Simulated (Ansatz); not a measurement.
Lattice parameter a (Å) of solids drawn from the class of oxides, at two levels: PBE (PAW; Ansatz, a program for electronic structure), and PBE-D4 (Ansatz, PAW).

```csv
solid,PBE,PBE-D4
rock-salt BaO,5.574,?
rock-salt CdO,4.768,4.727
rock-salt SrO,5.195,5.161
rock-salt CaO,4.831,4.800
cubic perovskite KTaO₃,4.025,4.011
rock-salt MgO,4.254,4.226
cubic perovskite BaZrO₃,4.227,4.207
```

**Question.** Estimate the withheld PBE-D4 value from the other rows.

**Answer.** One way: carry over the typical ratio. The ratios PBE-D4 / PBE of the other rows, in order: 0.9914, 0.9934, 0.9935, 0.9936, 0.9953, 0.9965; median 0.99355. Rock-salt BaO: 5.574 × 0.99355 = 5.538 Å; the run gives 5.534 Å. The ratios spread from 0.9914 to 0.9965, so such an estimate is rough.

Of 7 rows, PBE-D4 is the larger in 0 and the smaller in 7.

Ansatz's runs of these crystals have no spin polarisation.

Spin–orbit coupling is left out, also for the solids with elements from indium on (rock-salt BaO, cubic perovskite KTaO3, cubic perovskite BaZrO3); its size isn't shown.

Caveats: the gap of the solid is closed in this run (rock-salt CdO). Ansatz's density-functional and Hartree–Fock values are scalar-relativistic unless marked +SOC, with PAW data made under PBE.
